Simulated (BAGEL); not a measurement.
# UHF/STO-3G (density fitting with qzvpp-jkfit) run of C2H7Si (SMILES CC[SiH2])

Aim: the vertical ionisation energy of C2H7Si at UHF/STO-3G (density fitting with qzvpp-jkfit), from 2 runs. 

The results are computed with BAGEL 1.2.2.

## Step 1: The structure to begin with

The species is C2H7Si (10 atoms), meant as a doublet with charge 0. As SMILES, `CC[SiH2]`. The coordinates come from a PBE0-D4/def2-TZVP relaxation. This is one conformer, not always the lowest.

Bond lengths: C1–C2 1.529 Å, C2–Si3 1.882 Å, C1–H4 1.094 Å, C1–H5 1.093 Å, C1–H6 1.093 Å, C2–H7 1.095 Å, C2–H8 1.095 Å, Si3–H9 1.492 Å, Si3–H10 1.492 Å. Some angles: C1–C2–Si3 113.1°, C1–C2–H7 110.5°, C1–C2–H8 110.5°, Si3–C2–H7 108.2°, Si3–C2–H8 108.2°, C2–C1–H4 111.2°, C2–C1–H5 111.4°, C2–C1–H6 111.4°, C2–Si3–H9 111.4°, C2–Si3–H10 111.4°.

## Step 2: A single-point energy at UHF/STO-3G (density fitting with qzvpp-jkfit)

Contents of hf.json:

```json
{ "bagel": [

{
  "title": "molecule",
  "basis": "sto-3g",
  "df_basis": "qzvpp-jkfit",
  "angstrom": true,
  "geometry": [
    { "atom": "C", "xyz": [   -0.795600,    0.528400,   -0.645600 ] },
    { "atom": "C", "xyz": [   -0.153600,   -0.745600,   -0.096400 ] },
    { "atom": "Si", "xyz": [    1.313800,   -0.405300,    1.031300 ] },
    { "atom": "H", "xyz": [   -1.643600,    0.295400,   -1.296300 ] },
    { "atom": "H", "xyz": [   -0.082300,    1.114700,   -1.230000 ] },
    { "atom": "H", "xyz": [   -1.163500,    1.168900,    0.159600 ] },
    { "atom": "H", "xyz": [    0.186400,   -1.386700,   -0.915900 ] },
    { "atom": "H", "xyz": [   -0.887500,   -1.332500,    0.465000 ] },
    { "atom": "H", "xyz": [    0.908800,    0.394100,    2.224400 ] },
    { "atom": "H", "xyz": [    2.400000,    0.317200,    0.306900 ] }
  ]
},
{ "title": "uhf", "nopen": 1 },
{ "title": "print", "file": "orbitals.molden", "orbitals": true }

]}
```

Started as:

```bash
$ BAGEL_NUM_THREADS=1 BAGEL hf.json > hf.out
```

Log:

```text
* using 1 threads per process

  ===============================================================
  ===============================================================

  *** Geometry ***

  { "atom" : "C", "xyz" : [     -1.503466,      0.998531,     -1.220007 ] },
  { "atom" : "C", "xyz" : [     -0.290262,     -1.408980,     -0.182170 ] },
  { "atom" : "Si", "xyz" : [      2.482722,     -0.765906,      1.948875 ] },
  { "atom" : "H", "xyz" : [     -3.105954,      0.558225,     -2.449652 ] },
  { "atom" : "H", "xyz" : [     -0.155524,      2.106478,     -2.324363 ] },
  { "atom" : "H", "xyz" : [     -2.198696,      2.208901,      0.301600 ] },
  { "atom" : "H", "xyz" : [      0.352245,     -2.620483,     -1.730800 ] },
  { "atom" : "H", "xyz" : [     -1.677132,     -2.518060,      0.878723 ] },
  { "atom" : "H", "xyz" : [      1.717383,      0.744741,      4.203507 ] },
  { "atom" : "H", "xyz" : [      4.535343,      0.599421,      0.579957 ] },

  Number of auxiliary basis functions:      404

  Since a DF basis is specified, we compute 2- and 3-index integrals:
    o Being stored without compression. Storage requirement is 0.002 GB

  Number of basis functions:       26
  Number of electrons      :       33

    * METHOD: MOLECULE                             0.27

  *** Open-shell HF ***

  === Nuclear Repulsion ===
   104.5158240506

      * DIIS with orbital gradients will be used.

  === UHF iteration (sto-3g) ===
      0       -364.41639177          0.01491671           0.05
      1       -364.44057410          0.00459628           0.05
      2       -364.44308330          0.00150579           0.05
      3       -364.44355394          0.00039525           0.05
      4       -364.44363107          0.00013238           0.04
      5       -364.44367169          0.00003102           0.05
      6       -364.44367901          0.00001545           0.04
      7       -364.44368181          0.00000892           0.04
      8       -364.44368294          0.00000314           0.05
      9       -364.44368297          0.00000049           0.05
     10       -364.44368297          0.00000016           0.04
     11       -364.44368297          0.00000008           0.05
     12       -364.44368297          0.00000004           0.05
     13       -364.44368297          0.00000002           0.05
     14       -364.44368297          0.00000001           0.05
     15       -364.44368297          0.00000001           0.04
    * SCF iteration converged.

    * S^2 (UHF) is 0.7519

    * Permanent dipole moment:
           (   -0.095319,     0.280043,    -0.085409) a.u.

    * METHOD: UHF                                  0.90

    * METHOD: PRINT                                0.00

  ===============================================================
```

Wall time 1.6 s (1 thread of Intel Xeon at 2.50GHz (Skylake/Cascade Lake), shared host); peak memory 0.08 GiB.

## Step 3: The singlet cation at the same level

Contents of hf.json:

```json
{ "bagel" : [

{
  "title" : "molecule",
  "basis" : "sto-3g",
  "df_basis" : "qzvpp-jkfit",
  "angstrom" : true,
  "geometry" : [
    { "atom" : "C", "xyz" : [      -0.795600,       0.528400,      -0.645600 ] },
    { "atom" : "C", "xyz" : [      -0.153600,      -0.745600,      -0.096400 ] },
    { "atom" : "Si", "xyz" : [       1.313800,      -0.405300,       1.031300 ] },
    { "atom" : "H", "xyz" : [      -1.643600,       0.295400,      -1.296300 ] },
    { "atom" : "H", "xyz" : [      -0.082300,       1.114700,      -1.230000 ] },
    { "atom" : "H", "xyz" : [      -1.163500,       1.168900,       0.159600 ] },
    { "atom" : "H", "xyz" : [       0.186400,      -1.386700,      -0.915900 ] },
    { "atom" : "H", "xyz" : [      -0.887500,      -1.332500,       0.465000 ] },
    { "atom" : "H", "xyz" : [       0.908800,       0.394100,       2.224400 ] },
    { "atom" : "H", "xyz" : [       2.400000,       0.317200,       0.306900 ] }
  ]
},

{ "title" : "hf", "charge" : 1 },

{ "title" : "print", "file" : "orbitals.molden", "orbitals" : true }

]}
```

Started as:

```bash
$ BAGEL_NUM_THREADS=1 BAGEL hf.json > hf.out
```

Log:

```text
* using 1 threads per process

  ===============================================================
  ===============================================================

  *** Geometry ***

  { "atom" : "C", "xyz" : [     -1.503466,      0.998531,     -1.220007 ] },
  { "atom" : "C", "xyz" : [     -0.290262,     -1.408980,     -0.182170 ] },
  { "atom" : "Si", "xyz" : [      2.482722,     -0.765906,      1.948875 ] },
  { "atom" : "H", "xyz" : [     -3.105954,      0.558225,     -2.449652 ] },
  { "atom" : "H", "xyz" : [     -0.155524,      2.106478,     -2.324363 ] },
  { "atom" : "H", "xyz" : [     -2.198696,      2.208901,      0.301600 ] },
  { "atom" : "H", "xyz" : [      0.352245,     -2.620483,     -1.730800 ] },
  { "atom" : "H", "xyz" : [     -1.677132,     -2.518060,      0.878723 ] },
  { "atom" : "H", "xyz" : [      1.717383,      0.744741,      4.203507 ] },
  { "atom" : "H", "xyz" : [      4.535343,      0.599421,      0.579957 ] },

  Number of auxiliary basis functions:      404

  Since a DF basis is specified, we compute 2- and 3-index integrals:
    o Being stored without compression. Storage requirement is 0.002 GB

  Number of basis functions:       26
  Number of electrons      :       33

    * METHOD: MOLECULE                             0.25

  *** RHF ***

  === Nuclear Repulsion ===
   104.5158240506

      * DIIS with orbital gradients will be used.

  === RHF iteration (sto-3g) ===
      0       -364.19387472          0.01232123           0.02
      1       -364.24021375          0.00240888           0.02
      2       -364.24196915          0.00070156           0.02
      3       -364.24214621          0.00015079           0.02
      4       -364.24215370          0.00005221           0.02
      5       -364.24215475          0.00001289           0.03
      6       -364.24215484          0.00000472           0.02
      7       -364.24215486          0.00000096           0.03
      8       -364.24215486          0.00000025           0.02
      9       -364.24215486          0.00000005           0.02
     10       -364.24215486          0.00000001           0.02
     11       -364.24215486          0.00000000           0.02
    * SCF iteration converged.

    * Permanent dipole moment:
           (   -1.369368,     0.681882,    -1.091998) a.u.

    * METHOD: HF                                   0.43

    * METHOD: PRINT                                0.00

  ===============================================================
```

Run time: 1.2 s. Hardware: 1 thread of Intel Xeon at 2.50GHz (Skylake/Cascade Lake), shared host; peak memory 0.08 GiB.

## Step 4: What came out

Level: UHF/STO-3G (density fitting with qzvpp-jkfit).

| quantity | value |
| --- | --- |
| doublet C2H7Si: total energy | -364.44368 Eh |
| doublet C2H7Si: dipole moment | 0.78 D |
| doublet C2H7Si: ⟨S²⟩ | 0.752 |
| singlet cation: total energy | -364.24215 Eh |
| singlet cation: HOMO energy | -16.76 eV |
| singlet cation: LUMO energy | -4.52 eV |
| singlet cation: HOMO–LUMO gap | 12.24 eV |
| vertical ionisation energy (to the singlet cation) | 5.484 eV |

What this shows: Removing an electron at fixed nuclei costs 5.48 eV (126 kcal/mol). Only the singlet of the ionised species was computed; a triplet could lie lower. In a minimal basis such a difference can be off by several eV, whatever the method.
